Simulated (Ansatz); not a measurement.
The first iterations of a band of C$_{2}$HO$_{2}$ (5 atoms, charge -1, multiplicity 1).

Level of theory: Ansatz, RKS PBE-D4/def2-SVP.

```yaml
movable_images: 5
climbing_image: yes
spring: 5.0 eV/Å²
optimiser: quadratic models (default)
start_path: IDPP
force_threshold: 0.05 eV/Å
iteration_limit: 60
end_points: relaxed
```

Image 0:

```xyz
5
Properties=species:S:1:pos:R:3
O 0.424 -1.873 1.100
C 0.112 -0.766 0.636
C -0.315 0.423 0.389
O -0.327 1.333 -0.687
H 0.106 0.883 -1.439
```

Image 6:

```xyz
5
Properties=species:S:1:pos:R:3
O 0.393 -1.936 1.285
C 0.190 -0.923 0.605
C 0.106 -0.019 -0.314
O -0.428 1.299 -0.331
H -0.262 1.579 -1.244
```

| iteration | highest image above the first end (eV) | largest band force component (eV/Å) |
| --- | --- | --- |
| 1 | 0.219 | 1.800 |
| 2 | 0.195 | 0.480 |
| 3 | 0.187 | 0.297 |
| 4 | 0.186 | 0.255 |
| 5 | 0.182 | 0.188 |
| 6 | 0.271 | 1.760 |

**Question.** Does the band converge within its limit, and where does its top end?

**Answer.** The forces met the threshold. It ended after 19 iterations with the highest image 0.008 eV above the first end. A vibrational analysis at the climbing image gives one clearly imaginary mode, 131i cm⁻¹: a first-order saddle point. Limits of this set-up: an anion without diffuse functions, the dipole of an ion depends on the origin.

Time of the run: 82 s on 1 thread of Arm Neoverse V2, with other jobs on the host, peak memory 0.099 GiB.
